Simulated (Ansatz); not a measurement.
Worked example: correlation energy of SiP⁺, triplet

Geometry: a point of a stretch scan, not a stationary point.

```xyz
2

Si    0.0000    0.0000    0.0000
P     0.0000    0.0000    3.5040
```

Basis 6-31G; Ansatz 0.2.0. Correlated methods freeze the noble-gas cores, which leaves 8 electrons in 16 orbitals. Prefix R: restricted or restricted open-shell reference.

Full CI is exact within this basis and frozen core; it isn't the basis-set limit.

Runs differ by some tens of microhartree through their thresholds and, for an open shell, their frozen cores, so steps under 0.03 kcal/mol mean nothing.

```tsv
level	total energy (hartree)
RHF	-629.185505
RMP2	-629.247355
RCCSD*	-629.293471
RCCSD(T)*	-629.296498
RCCSDT*	-629.296969
RCCSDT(Q)*	-629.297427
RCCSDTQ*	-629.297421
full CI	-629.297432
```

Q: What is the correlation energy at full CI, and what share of it do RMP2 and RCCSDT recover?

A: E(corr) = -629.297432 − (-629.185505) = -0.111927 hartree = -3.046 eV. RMP2: -0.061850 / -0.111927 = 55.26 %. RCCSDT: -0.111464 / -0.111927 = 99.59 %.

Q: By how many kcal/mol does RCCSD(T) miss full CI (1 hartree = 627.509 kcal/mol), and which steps make up the rest?

A: -629.296498 − (-629.297432) = 0.000934 hartree = 0.59 kcal/mol. Steps: RCCSDT − RCCSD(T) = -0.30, RCCSDT(Q) − RCCSDT = -0.29, RCCSDTQ − RCCSDT(Q) = 0.00, full CI − RCCSDTQ = -0.01 kcal/mol. That is within 1 kcal/mol of the reference in this basis, which itself misses far more of the correlation at the basis-set limit.

An asterisk marks runs whose energy the program itself flagged as in doubt.
